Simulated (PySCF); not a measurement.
Start geometry of `n1cn(cn1)C` from GFN2-xTB (Å):
```
atom  x, y, z in Å
C1    -1.4289    0.1515   -0.0154
N2    -0.0023    0.0026   -0.0148
C3     0.7264   -1.1447   -0.0962
N4     1.9964   -0.8841   -0.0336
N5     2.1367    0.4439    0.0929
C6     0.9496    0.9688    0.1052
H7    -1.6973    1.1129   -0.4526
H8    -1.8788   -0.6482   -0.6031
H9    -1.8230    0.1055    1.0033
H10    0.2951   -2.1188   -0.2024
H11    0.7315    2.0133    0.1908
```

**Question.** What comes out of this run: PBE0-D3(BJ)/def2-SVP geometry optimisation, gas phase (PySCF)?

**Answer.** 
```
atom  x, y, z in Å
C1    -1.574    0.143   -0.065
N2    -0.141   -0.006   -0.076
C3     0.586   -1.156   -0.156
N4     1.865   -0.898   -0.091
N5     2.004    0.447    0.037
C6     0.806    0.967    0.047
H7    -1.851    1.108   -0.510
H8    -2.034   -0.655   -0.662
H9    -1.976    0.096    0.959
H10    0.136   -2.142   -0.265
H11    0.568    2.026    0.134
```

The energy falls by 3.0 kJ/mol over 3 energy and gradient evaluations, the largest force component goes from 0.0139 to 3.5e-04 Eh/bohr, and the atoms move by 0.014 Å rms after alignment. Among the bonds, C3–H10 and C6–H11 change most and about equally (+0.019 Å). Bonds longer at the end by more than 0.005 Å: 9 of 11; shorter: 0. Rotational constants go from 9737, 3713, 2734 to 9602, 3684, 2709 MHz. The orientation of the end geometry is arbitrary; only internal coordinates are fixed.

The run used 109 basis functions and 20 SCF cycles in all. On one thread, Arm Neoverse N1 (shared host), this took 18 s wall.

No frequency check.
